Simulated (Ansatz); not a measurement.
# BFH2O: the cost of one run

Program: Ansatz 0.2.0. Level of theory: RKS PBE/def2-SVP. These are calculated values, not measurements.

## (1) The system as given

Bond lengths: B1–F2 1.520 Å, B1–O4 1.410 Å, O4–H5 1.010 Å. Angles: F2–B1–O4 155.3°, B1–O4–H5 109.5°.

Structure file:

```xyz
5

B     0.0000    0.0000    0.0000
F     0.8785    0.0000    1.2404
H     1.3883    0.0000    0.0683
O    -1.2211    0.0000   -0.7050
H    -1.7308   -0.8467   -0.4965
```

## (2) Pulling towards end A

Springs on the bonds that form and break draw the guess towards this end; the thresholds are loose.

Input file input.yaml:

```yaml
crystal:
  periodic: [false, false, false]
  atoms:
    - { symbol: B, position_ang: [0.0, 0.0, 0.0] }
    - { symbol: F, position_ang: [0.8785, 0.0, 1.2404] }
    - { symbol: H, position_ang: [1.3883, 0.0, 0.0683] }
    - { symbol: O, position_ang: [-1.2211, 0.0, -0.705] }
    - { symbol: H, position_ang: [-1.7308, -0.8467, -0.4965] }
basis:
  gaussian: { orbitals: def2-SVP }
hamiltonian:
  xc: pbe
relax:
  f_tol: 0.15
  max_steps: 25
  restrain:
    - { distance: [1, 2], at: 2.12, k: 30.0 }
    - { distance: [0, 1], at: 1.32, k: 30.0 }
    - { distance: [0, 2], at: 1.19, k: 30.0 }
output:
  orbitals: {}
```

Run with:

```sh
$ ansatz run input.yaml --threads 1 --pin off --max-ram 2048MiB --backend cpu --events-out ev --progress --plain --runs-dir out
```

What time and memory should one allow on 1 thread of Arm Neoverse V1, shared host?

About 11 s, with a peak of 0.12 GiB.
